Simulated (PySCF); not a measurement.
Si(H)4 cation (H4Si), SMILES [SiH4] (connectivity only; charge and spin as stated), charge +1, multiplicity 2.

Geometry optimised at ωB97X-D3(BJ)/def2-TZVPD. A frequency run showed that this geometry is not a minimum. The multiplicity is an assumed one; other spin states were not compared. The isomer is the one that the SMILES or the coordinates give; other isomers of the formula were not compared.

Two levels are set side by side: PBE/def2-TZVPD (PySCF) and B3LYP/def2-TZVPD (PySCF). Same geometry, gas phase. Differences are taken from unrounded values.

```tsv
quantity	B3LYP	PBE	PBE minus B3LYP
α-spin orbital gap (eV)	4.01	2.04	-1.98
β-spin orbital gap (eV)	5.59	4.14	-1.45
mean polarisability (bohr³)	29.5	29.1	-0.4
```

Rough cost on one machine, each run with all the roots and properties that it gave: B3LYP against PBE within a factor of 2.
